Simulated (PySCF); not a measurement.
PySCF input for O2S, SMILES O=S=O (connectivity only; charge and spin as stated), charge -1, multiplicity 2, PBE0/pcH-1. Geometry: r2SCAN-D4/def2-TZVPD. The multiplicity is an assumed one; other spin states were not compared.

```python
import numpy as np
from pyscf import gto, scf, dft
from pyscf.prop.hfc import uks as hfc
from pyscf.prop.gtensor import uks as gtensor

mol = gto.M(
    atom='''
    O     0.00000000   -1.27070334   -0.41184750
    S     0.00000000    0.00000000    0.41184750
    O     0.00000000    1.27070334   -0.41184750
    ''',
    basis='pcH-1',
    charge=-1,
    spin=1,
    max_memory=1600,
    verbose=3,
)
mf = dft.UKS(mol, xc='pbe0')
mf.grids.level = 3
mf.conv_tol = 1e-10
mf.max_cycle = 100
mf.kernel()
fine, coarse = mf.grids, dft.Grids(mol).set(level=1).build(with_non0tab=True)
for _ in range(3):  # follow internal instabilities
    mf.grids = coarse
    mo, _, stable, _ = mf.stability(return_status=True, nroots=4)
    mf.grids = fine
    if stable:
        break
    mf.kernel(mf.make_rdm1(mo, mf.mo_occ))
A = hfc.HFC(mf).make_fcdip(mf.make_rdm1())  # Fermi contact and dipolar terms, MHz
print('atom   A(iso)/MHz   principal dipolar parts/MHz')
for i, a in enumerate(A):
    w = np.linalg.eigvalsh((a + a.T) / 2)
    print(f'{mol.atom_symbol(i):2s}{i + 1:3d} {w.mean():12.2f}', (w - w.mean()).round(2))
gt = gtensor.GTensor(mf)
gt.dia_soc2e, gt.para_soc2e, gt.so_eff_charge = None, None, True
gt.max_cycle_cphf = 60
g = gt.kernel()
```

Log of the run:

```

WARN: HOMO -0.18555660097006 >= LUMO -0.185556600970045

converged SCF energy = -548.32409233044  <S^2> = 0.7536672  2S+1 = 2.0036638
<class 'pyscf.dft.uks.UKS'> wavefunction is stable in the internal stability analysis
atom   A(iso)/MHz   principal dipolar parts/MHz
O   1       -23.34 [-91.92  45.37  46.55]
S   2        19.36 [-54.63 -49.86 104.48]
O   3       -23.34 [-91.92  45.37  46.55]
SOC(1e)/OZ [-0.00014566  0.01142071  0.00690849]
free electron g 2.00231930436182
g-tensor total [2.00190903 2.01359115 2.00902921]
g-shift (ppt) [-0.41027434 11.27184094  6.70990621]
```

The run converged.

Cost: around 14 core-seconds (rough).
